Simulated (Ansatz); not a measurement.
C3H4O can be A, `CC=C=O`, or B, `C=C1CO1`.

Gas-phase electronic energies from Ansatz, PBE0-D4/def2-TZVP geometries. CBS: MP2 limit from def2 TZ/QZ plus the TZ coupled-cluster correction, frozen cores. Functionals use def2-TZVPP. B3LYP here is the variant with VWN-RPA as its local correlation; programs differ in this.

Which is lower in electronic energy at CCSD(T)/CBS, and by how much? (Best estimate.)

Ansatz gave: A, by 29.9 kcal/mol.

Give E(B) − E(A) in kcal/mol with B3LYP, LDA (SPW92), r2SCAN-D4, ωB97M-V, MP2/def2-TZVPP, CCSD/def2-TZVPP, PBE0-D4. (An estimate is asked.)

The calculation gave: B3LYP 32.2, LDA (SPW92) 26.7, r2SCAN-D4 30.4, ωB97M-V 30.3, MP2/def2-TZVPP 31.4, CCSD/def2-TZVPP 30.6, PBE0-D4 29.2. None reverses the order clearly.

Does the order hold for the free energy at 298.15 K (harmonic terms from PBE0-D4)? (Best estimate.)

Ansatz gave: Yes: G(B) − G(A) = +31.0 kcal/mol.

Largest T1 diagnostic: 0.015.

At CCSD(T), def2-SVP lies +3.3 kcal/mol from the extrapolated value and def2-TZVPP +0.6 kcal/mol. Leaving LDA and LC-ωPBE aside and taking each functional with its dispersion term where it has one, the values, not all of them listed here, spread over 3.4 kcal/mol, from ωB97X-V to BLYP-D4. LDA lies −2.7 kcal/mol from PBE without D4.
